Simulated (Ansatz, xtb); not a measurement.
Species: CH4, charge 1, multiplicity 2. SMILES of the parent species: C
Geometry from a B3LYP-D3(BJ)/def2-TZVP (Ansatz, a first-principles code) optimisation:
```xyz
5

C      0.0000     0.0000     0.0000
H     -0.9174    -0.1315    -0.6302
H      0.1902     1.0691    -0.2772
H     -0.3486    -0.6271     0.8609
H      1.0758    -0.3105     0.0464
```
Charge +1, spin multiplicity 2.

Harmonic wavenumbers from GFN2-xTB (xtb, at its own minimum), cm⁻¹: 901, 902, 1103, 1115, 1373, 2622, 2798, 2800, 2807.

Q: Give the harmonic wavenumbers at B3LYP-D3(BJ)/def2-TZVP (Ansatz, finite differences of forces, unscaled).

A: 367, 367, 1068, 1297, 1443, 2672, 2801, 2864, 2864 cm⁻¹. Zero-point energy 22.5 kcal/mol.

Q: From these and the geometry, give the ideal-gas thermochemistry at 298.15 K and 1 atm (rigid rotor, harmonic oscillator).

A: Point group D2d, rotational symmetry number 4. Rotational constants 179.5, 179.5, 112.4 GHz. S(trans) 34.26, S(rot) 12.39, S(vib) 2.30, S(elec, spin only) 1.38, S 50.3 cal/(mol K). H(298) - H(0) 2.83 kcal/mol; G - E(el) 10.3 kcal/mol.
